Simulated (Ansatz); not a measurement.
# SiH₂O+ (quartet): the correlation ladder, def2-TZVPP

One table from this session's results is given with a row withheld; the runs are named, their logs left out.

The runs use Ansatz 0.2.0, Gaussian basis; def2-TZVPP, core rule «outside noble gas», up to 6 orbitals frozen.

Plan: UHF; ROHF; CCSD(T) on UHF.

2 further runs of the same task are left out: 2 set aside as unsound or not needed.

## What is computed

The geometry is a PBE0/def2-TZVP stationary point (not a proven minimum) of the parent state, kept for this charge and spin.

4 atoms, charge 1, spin multiplicity 4.

Atoms are counted from 1 here; the program's logs count them from 0.

Bond lengths: Si1–O2 1.676 Å, Si1–H3 1.466 Å, Si1–H4 1.466 Å. Angles: O2–Si1–H3 114.7°, O2–Si1–H4 114.7°, H3–Si1–H4 130.6°.

Set-up of the first run:

File in.yaml:

```yaml
crystal:
  periodic: [false, false, false]
  atoms:
    - {symbol: Si, position_ang: [0.000000, 0.000000, 0.554993]}
    - {symbol: O, position_ang: [0.000000, 0.000000, -1.121434]}
    - {symbol: H, position_ang: [0.000000, 1.331946, 1.168229]}
    - {symbol: H, position_ang: [0.000000, -1.331946, 1.168229]}
basis:
  gaussian: {orbitals: def2-TZVPP}
total_charge: 1
magnetization: {spin_polarized: true, initial_magnetization: 3}
hamiltonian: {xc: hf}
output: {orbitals: {seedname: orbitals}}
```

On the command line:

```sh
$ ansatz run in.yaml --threads 1 --pin off --events-out ev --progress --plain --max-ram 4096MiB --backend cpu
```

Steps of the session up to this table: UHF; ROHF; CCSD(T) on UHF.

One of the session's tables, all rows but one given; the rest of the session is left out.

It belongs to the step «Misses and costs». 

```
  method  from UCCSD(T) (meV)
    ROHF              +8089.4
     UHF                    ?
    UMP2              +1434.2
   UCCSD               +244.1
UCCSD(T)                    0
```

Estimate the missing values for UHF.

The run gave: from UCCSD(T) (meV): +7760.7. In the column «from UCCSD(T) (meV)» it lies between UMP2 (+1434.2) and ROHF (+8089.4).
